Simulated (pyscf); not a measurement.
CH₄ + [H₃C–Al–Cl]• -> H₃C–Al(CH₃)–Cl + H•, a substitution at C (doublet surface; C–H broken, Al–C formed). PySCF, gas phase, ωB97X-D3(BJ)/def2-SVP geometries. Energies in kcal/mol from the separated reactants.

Small-basis levels: PySCF, no dispersion term, spherical d functions. AM1 to PM7: differences of heats of formation from MOPAC, which are fitted to 298 K values and so differ in kind from electronic energies by zero-point and thermal terms. Open shells are spin-unrestricted. 

```csv
level,barrier,reaction energy
BP86/6-31G*,___,+33.7
B3LYP/STO-3G,53.8,+21.3
B3LYP/3-21G,48.1,+29.8
B3LYP/LANL2DZ,___,+33.3
B3LYP/6-31G*,50.2,+32.5
M06-2X/6-31G*,50.4,+28.6
AM1,38.8,+25.9
ωB97M-D3(BJ)/def2-TZVP,___,+24.7
```

Complete the blanks.


- BP86/6-31G*, barrier: 44.3
- B3LYP/LANL2DZ, barrier: 52.5
- ωB97M-D3(BJ)/def2-TZVP, barrier: 47.9

Against the last row the barrier runs from -9.1 (AM1) to +5.9 kcal/mol (B3LYP/STO-3G). ωB97M-D3(BJ)/def2-TZVP has limits of its own. One saddle was located; it need not be the lowest between these sides. The angle at the attacked C is 162°.
